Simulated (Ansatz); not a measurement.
# Telling isomers of CH4BO− apart by their spectra

These gas-phase data were calculated for one isomer of CH4BO− at PBE0-D3(BJ)/def2-SVPD (harmonic, unscaled wavenumbers; equilibrium rotational constants with average atomic masses):

| Property | Result |
| --- | --- |
| rotational constants | 53.17, 9.251, 7.88 GHz |
| all wavenumbers above 1500 cm⁻¹ | 3903, 3137, 3044, 2401 |

Candidates:

(1) `[BH3-]C=O`, a singlet
(2) `C=[BH-]O`, a singlet

Problem. Which structure fits?

Solution. Candidate (2). The band at 3903 cm⁻¹ lies where the O–H stretch is expected; (1) has no mode between 3300 and 4000 cm⁻¹.

The same quantities for all candidates:

```
     rotational constants (GHz)   wavenumbers above 1500 cm⁻¹  E above the lowest, PBE0-D3(BJ)/def2-SVPD (kcal/mol)
(1)         54.34, 9.145, 8.345  2612, 2388, 2316, 2301, 1728                                                  13.6
(2)          53.17, 9.251, 7.88        3903, 3137, 3044, 2401                                                   0.0
```

Each candidate is one conformer. Programs: Ansatz 0.2.0.
